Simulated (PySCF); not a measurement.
Identify the unknown among the candidates.

All candidates are C5H9F.

| technique | computed result |
| --- | --- |
| 13C NMR | chemical shifts (computed TMS as zero) by class: 140.9 (1 C), 136.6 (1 C), 78.7 (1 C), 24.0 (1 C), 14.3 (1 C) ppm [GIAO HF/pcSseg-2] |
| Triplet | lowest triplet excitation (Tamm–Dancoff): 4.32 eV [TDA CAM-B3LYP/def2-SVPD] |
| XPS | C1s 290.3, C1s 290.5, C1s 290.8, C1s 291.0, C1s 292.9, F1s 691.8 eV [ΔSCF SCAN, pcX-2 on the ionised atom, pcseg-1 elsewhere, spin-free X2C] |
| Rotational structure | rotational constants A, B, C: 6.131, 2.000, 1.821 GHz [PBE0-D3(BJ)/def2-SVP] |
| 1H NMR | chemical shifts (computed TMS as zero) by class: 5.69 (1 H), 5.69 (1 H), 5.08 (1 H), 1.70 (3 H), 1.26 (3 H) ppm [GIAO HF/pcSseg-2] |
| NMR, other nuclei | isotropic shieldings of nuclei other than C and H, by class: 406 (1 F) ppm [GIAO HF/pcSseg-2] |
| Polarisability | 64.3 au [CAM-B3LYP/def2-SVPD] |

Electronic properties: PySCF, gas phase, density fitting. Levels stand in brackets. One conformer (not necessarily the lowest) at the PBE0-D3(BJ)/def2-SVP geometry, without solvent, vibrations or thermal averaging. NMR values are class means; diastereotopic atoms form classes of their own.

Question: Which candidate is it?
A. `CCC1(F)CC1`
B. `C/C=C\[C@H](C)F`
C. `C/C=C/[C@@H](C)F`
D. `CC(C)=CCF`

Answer: B. It is `C/C=C\[C@H](C)F`. Numbering: `[CH3:1]/[CH:2]=[CH:3]\[C@H:4]([CH3:5])[F:6]`. Its formula, C5H9F, gives 1 degree of unsaturation: 0 rings and 1 π bond in the structure found. 5 carbons fall into 5 classes; from least to most shielded: alkene CH carbon [C3] (140.9 ppm), alkene CH carbon [C2] (136.6 ppm), sp3 C–F carbon [C4] (78.7 ppm), methyl carbon [C5] (24.0 ppm), allylic carbon [C1] (14.3 ppm). Hydrogen classes from least to most shielded: 1 H on an alkene CH carbon, C3 (5.69 ppm), 1 H on an alkene CH carbon, C2 (5.69 ppm), 1 H on an sp3 C–F carbon, C4 (5.08 ppm), 3 H on an allylic carbon, C1 (1.70 ppm, a mean of values up to 0.5 ppm apart in this geometry), 3 H on a methyl carbon, C5 (1.26 ppm, a mean of values up to 0.7 ppm apart in this geometry). The other shieldings belong to: 406 ppm, alkyl fluorine [F6]. The core levels belong to: C1s 290.3 eV, alkene CH carbon [C3]; C1s 290.5 eV, alkene CH carbon [C2]; C1s 290.8 eV, methyl carbon [C5]; C1s 291.0 eV, allylic carbon [C1]; C1s 292.9 eV, sp3 C–F carbon [C4]; F1s 691.8 eV, alkyl fluorine [F6]. The optimised geometry has point group C1 and is an asymmetric top.

The others, at the same levels:
- `C/C=C/[C@@H](C)F` fails: its computed 13C shifts are 139.2 (1 C), 136.6 (1 C), 81.8 (1 C), 24.2 (1 C), 18.9 (1 C) ppm, 1H shifts are 6.27 (1 H), 5.55 (1 H), 4.56 (1 H), 1.76 (3 H), 1.25 (3 H) ppm and rotational constant A is 7.462 GHz (against 6.131 GHz).
- `CCC1(F)CC1` fails: it has 4 carbon classes against 5; its computed 13C shifts are 69.3 (1 C), 30.0 (1 C), 12.1 (1 C), 9.3 (2 C) ppm, core binding energies are C1s 290.6, C1s 290.7 (×2), C1s 290.9, C1s 292.7, F1s 692.2 eV and 1H shifts are 1.41 (2 H), 1.20 (3 H), 0.91 (2 H), 0.33 (2 H) ppm.
- `CC(C)=CCF` fails: its computed 13C shifts are 148.9 (1 C), 129.9 (1 C), 73.9 (1 C), 26.4 (1 C), 18.1 (1 C) ppm, 1H shifts are 5.60 (1 H), 4.62 (2 H), 1.79 (3 H), 1.71 (3 H) ppm and rotational constant A is 7.042 GHz (against 6.131 GHz).

Each candidate is one conformer, not necessarily the lowest. Dipoles, sizes and rotational constants follow the conformer. The torsions of the flexible species, by atom-mapped SMILES:
- `[CH3:1]/[CH:2]=[CH:3]\[C@H:4]([CH3:5])[F:6]`: C2–C3–C4–C5 -105°
- `[CH3:1]/[CH:2]=[CH:3]/[C@@H:4]([CH3:5])[F:6]`: C2–C3–C4–C5 -119°
- `[CH3:1][CH2:2][C:3]1([F:4])[CH2:5][CH2:6]1`: C1–C2–C3–F4 -60°
- `[CH3:1][C:2]([CH3:3])=[CH:4][CH2:5][F:6]`: C2–C4–C5–F6 131°
